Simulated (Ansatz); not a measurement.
# H₂O (singlet): wave-function methods side by side, cc-pVQZ

One table from this session's results is given with a row withheld; the runs are named, their logs left out.

Computed with Ansatz 0.2.0, Gaussian basis. Level: cc-pVQZ, core rule «outside noble gas», up to 1 orbitals frozen.

The runs, in order: UHF; CCSD(T) on RHF; BCCD(T) on RHF; CISD; CCSDT(Q) on RHF; CASSCF and MRCISD+Q, 8 electrons in 6 orbitals; CASSCF and NEVPT2, 8 electrons in 6 orbitals.

9 further runs of the same task are left out: 9 set aside as unsound or not needed.

## The geometry

The geometry is an MP2(full)/6-31G* stationary point (not a proven minimum).

3 atoms, charge 0, spin multiplicity 1.

Atoms are counted from 1 here; the program's logs count them from 0.

Bond lengths: O1–H2 0.969 Å, O1–H3 0.969 Å. Angles: H2–O1–H3 104.0°.

Coordinates:

| atom | x (Å) | y (Å) | z (Å) |
| --- | --- | --- | --- |
| O1 | 0.0000 | 0.0000 | 0.0667 |
| H2 | 0.0000 | 0.7632 | -0.5296 |
| H3 | 0.0000 | -0.7632 | -0.5296 |

Set-up of the first run:

Input file in.yaml:

```yaml
crystal:
  periodic: [false, false, false]
  atoms:
    - {symbol: O, position_ang: [0.000000, 0.000000, 0.066726]}
    - {symbol: H, position_ang: [0.000000, 0.763239, -0.529583]}
    - {symbol: H, position_ang: [0.000000, -0.763239, -0.529583]}
basis:
  gaussian: {orbitals: cc-pVQZ}
magnetization: {spin_polarized: true, initial_magnetization: 0}
hamiltonian: {xc: hf}
output: {orbitals: {seedname: orbitals}}
```

On the command line:

```sh
ansatz run in.yaml --threads 1 --pin off --events-out ev --progress --plain --max-ram 5632MiB --backend cpu
```

Among the steps run: UHF; CCSD(T) on RHF; BCCD(T) on RHF; CISD; CCSDT(Q) on RHF; CASSCF and MRCISD+Q, 8 electrons in 6 orbitals; CASSCF and NEVPT2, 8 electrons in 6 orbitals.

One of the session's tables, all rows but one given; the rest of the session is left out.

```
          method  from RCCSDT(Q) (meV)
             RHF               +8061.8
            RMP2                +343.0
            CISD                +578.8
           RCCSD                +259.6
        RCCSD(T)                 +11.9
         BCCD(T)                 +11.1
          RCCSDT                 +11.6
       RCCSDT(Q)                     0
  CASSCF valence               +6577.2
  NEVPT2 valence                     ?
  MRCISD valence                +367.0
MRCISD+Q valence                 +70.4
```

Estimate the missing values for NEVPT2 valence.

The run gave: from RCCSDT(Q) (meV): +864.1. In the column «from RCCSDT(Q) (meV)» it lies between CISD (+578.8) and CASSCF valence (+6577.2).

With the free atoms at the same levels and basis (separate runs), the atomisation energy is 9.964 eV at RCCSDT(Q), 9.963 eV at RCCSD(T), 6.710 eV at RHF.
